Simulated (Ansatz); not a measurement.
This Ansatz (a quantum-chemistry and plane-wave program) input (MP2/aug-cc-pV(T+d)Z) gives -958.03937 Eh with 179 basis functions. A basis named .json is the Basis Set Exchange file of that set (core-valence sets with the plain set on hydrogen).

Ansatz 0.2 input:
```yaml
crystal:
  periodic: [false, false, false]
  atoms:
    - {symbol: C, position_ang: [-0.18304254, 0.00476490, 0.95552267]}
    - {symbol: Cl, position_ang: [0.02009756, 1.53307264, -0.21289176]}
    - {symbol: Cl, position_ang: [-0.00577673, -1.53459387, -0.20255081]}
    - {symbol: H, position_ang: [0.85480124, -0.00272854, 1.32938764]}
basis:
  gaussian:
    orbitals: aug-cc-pV_T+d_Z.json
    fitting: {mean_field: def2-universal-jkfit, correlation: cc-pVDZ-RIFIT.json}
total_charge: -1
magnetization: {spin_polarized: false}
correlation: {method: mp2, electrons: outside_noble_gas}
```

Change:
```diff
- fitting: {mean_field: def2-universal-jkfit, correlation: cc-pVDZ-RIFIT.json}
+ fitting: {mean_field: def2-universal-jkfit, correlation: def2-SVP-RIFIT.json}
```

What does the run give now?

-958.03993 Eh (MP2/aug-cc-pV(T+d)Z, 179 functions), a change of -0.56 mEh.
